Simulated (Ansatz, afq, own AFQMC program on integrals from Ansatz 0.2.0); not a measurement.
H₂O, singlet in 6-31G along one coordinate

```yaml
atoms:
  - { symbol: O, position_ang: [0.0000, -0.0653, 0.0000] }
  - { symbol: H, position_ang: [0.0000, 0.5184, -0.7615] }
  - { symbol: H, position_ang: [0.0000, 0.5184, 0.7615] }
```

All coordinates are scaled about the centre. Energies in kJ/mol count from this geometry (1.000) at the same level; the start stands on RHF, each point on the determinant named.

Basis 6-31G. Noble-gas cores (and the filled d shells of Ga–Kr and In–Xe) are frozen. Ansatz 0.2.0 and our own AFQMC program on the same integrals; the CISD trial comes from CCSD amplitudes, and released means the phaseless constraint is let go. Uncertainties: one standard error, sampling alone.

Cautions, each for one point or more: CCSDTQ on the RHF determinant differs, and it is the one that meets full CI; CCSDTQ on the RHF determinant differs, by its state or its frozen core; cluster runs in doubt by the program's own checks; raised T1 diagnostic; restricted determinant unstable towards unrestricted; strong correlation; unrestricted determinant spin contaminated; walk and cluster series may follow different spin states.

```tsv
scale of all distances	det.	T1	weight	⟨S²⟩	CCSD(T)	ph-AFQMC/CISD	released AFQMC	FCI	CCSDT(Q)	r2SCAN	PBE
0.894	RHF	0.005	0.96	pure	87.9	88.2 ± 0.3	88.1 ± 0.1	88.2	88.2	84.6	93.6
1.140	RHF	0.010	0.94	pure	41.0	41.1 ± 0.3	–	40.6	40.5	44.7	33.4
1.285	RHF	0.014	0.93	pure	155.1	154.8 ± 0.4	154.0 ± 0.3	154.1	154.0	166.2	144.0
1.516	RHF	0.022	0.87	pure	354.8	355.6 ± 0.6	353.1 ± 0.5	353.3	352.9	393.7	356.1
1.745	RHF	0.030	0.80	pure	513.5	522.3 ± 0.7	515.7 ± 0.8	514.0	512.6	591.2§	553.9
1.983	UHF‡	0.087	0.67	1.77	648.9	633.6 ± 0.7	–	627.7	638.8	708.6§	703.7§
2.379	UHF‡	0.029	0.89	1.94	727.5	716.7 ± 0.4	–	715.5	721.3	801.3§	809.4§
```

Weight is that of the determinant in the CISD state; at the start T1 is 0.007 and the weight 0.96. A double dagger marks points where the walks on two determinants ended up to 50.5 kJ/mol apart; the lower is shown. A dash marks a missing value, a released energy that hasn't settled or a functional that sits on another state. § marks a functional whose ⟨S²⟩ is too high by over 0.1. Largest departures from full CI: CCSD(T) 21.2 kJ/mol at 1.983 (on UHF), ph-AFQMC/CISD 8.2 kJ/mol at 1.745 (on RHF), released AFQMC 1.7 kJ/mol at 1.745 (on RHF), CCSDT(Q) 11.2 kJ/mol at 1.983 (on UHF), r2SCAN 40.3 kJ/mol at 1.516, PBE 39.9 kJ/mol at 1.745. Functionals count only at points shown to share the start's state and spin. In this small basis the wave-function levels are far from their limit, so their gap to the functionals isn't the functionals' error.

Some points may be missing: those where a free walk finds a much lower state, and past Zn most of those on another determinant than at the start.

CCSDT and higher add their correlation energy to the determinant of the CCSD(T) run, since their own runs factorise the integrals more tightly (a shift of under 2 meV). A walk keeps the symmetry of its determinant, which the program's search chose and which needn't be the lowest solution, so a lower state of the same spin and another symmetry isn't excluded. Released energies are given only where the last usable release times agree within the noise; a slower fall can still hide under it.
